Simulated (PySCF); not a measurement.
Species: C₃H₇NO (charge -1 and doublet state).
Structure used (GFN2-xTB), in Å, numbered top down from 1:
```
atom  x, y, z in Å
C1    -1.306    0.162   -0.242
C2    -0.251   -0.847    0.228
N3     0.951   -0.230    0.797
C4     1.736    0.561   -0.160
O5     1.374    1.772   -0.481
H6    -1.813    0.611    0.612
H7    -2.051   -0.301   -0.893
H8    -0.782    0.949   -0.782
H9     0.081   -1.448   -0.627
H10   -0.693   -1.538    0.972
H11    0.647    0.428    1.515
H12    2.107   -0.121   -0.964
```

The hyperfine couplings belong to this conformer and change with its torsions.

As a line formula: `CCN[CH][O-]` [radical] (charge -1).

Method used: UKS B3LYP, pcH-1 on C H N O, non-relativistic, mean-field spin-orbit, GIAO in PySCF. Whether the extra electron is bound in the gas phase wasn't checked; a finite basis holds it in any case. The geometry wasn't refined by DFT: couplings that depend on bond lengths, twists or pyramidal angles can differ widely from those at the functional's own minimum, by a factor of two or more for some ions and for spin on atoms past the first row.

Question: How many α and β electrons are there, and what is ⟨S²⟩ of the pure spin state?

Answer: 41 electrons with 2S = 1: 21 α and 20 β; S(S+1) = 0.75.

Mulliken spin populations, one withheld:

| atom | bound to | population |
| --- | --- | --- |
| C1 | C2, H6, H7, H8 | -0.0022 |
| C2 | C1, N3, H9, H10 | +0.0207 |
| N3 | C2, C4, H11 | -0.0057 |
| C4 | N3, O5, H12 | +0.6449 |
| O5 | C4 | ? |
| H6 | C1 | -0.0007 |
| H7 | C1 | +0.0051 |
| H8 | C1 | +0.0079 |
| H9 | C2 | +0.0113 |
| H10 | C2 | +0.0332 |
| H11 | N3 | -0.0022 |
| H12 | C4 | -0.0140 |

Question: What does O5 hold?

Answer: 1 − (0.6983) gives +0.302, since all populations sum to 2S.

Question: How is the spin shared among the elements?

Answer: Carbon +0.66, oxygen +0.30, hydrogen +0.04, nitrogen -0.01. The positive populations sum to 1.02, the negative ones to -0.02.

Question: The run gives ⟨S²⟩ = 0.7538. What does that say of the overlap of α and β orbitals, and of the weight of higher spin?

Answer: Σ|⟨iα|jβ⟩|² over occupied orbitals = Nβ − [⟨S²⟩ − S(S+1)] = 20 − 0.0038 = 19.9962. If the quartet state (S + 1) were the only admixture, its weight would be 0.0038/(2S + 2) = 0.13 %.

Question: What Fermi-contact NMR shifts do the couplings of C1, N3, H6/H7/H8, H9/H10, H11, H12 imply at 298 K (Curie law, g = gₑ)?

Answer: δ = a_FC·h·gₑ μB S(S+1)/(3 g_N μN kT), with k/h = 20836.6 MHz/K:

```
  nuclei  isotope  a_FC (MHz)     g_N  contact shift (ppm)
      C1      13C        7.52  1.4048                 +792
      N3      14N       23.71  0.4038                +8692
H6/H7/H8       1H        1.87  5.5857                  +50
  H9/H10       1H        5.68  5.5857                 +151
     H11       1H        3.44  5.5857                  +91
     H12       1H        4.91  5.5857                 +130
```

The shifts go as 1/T: at 348 K they are 0.856 times these. Entries for several nuclei are means.

Means are taken over nuclei equivalent by connectivity, which assumes that they swap fast. The three 1H nuclei of mean +1.9 MHz run from -0.2 to 5.3 MHz in the frozen geometry. The 1H value of +5.7 MHz is a mean of couplings from 2.4 to 9.0 MHz in this one geometry, not an average over conformers.
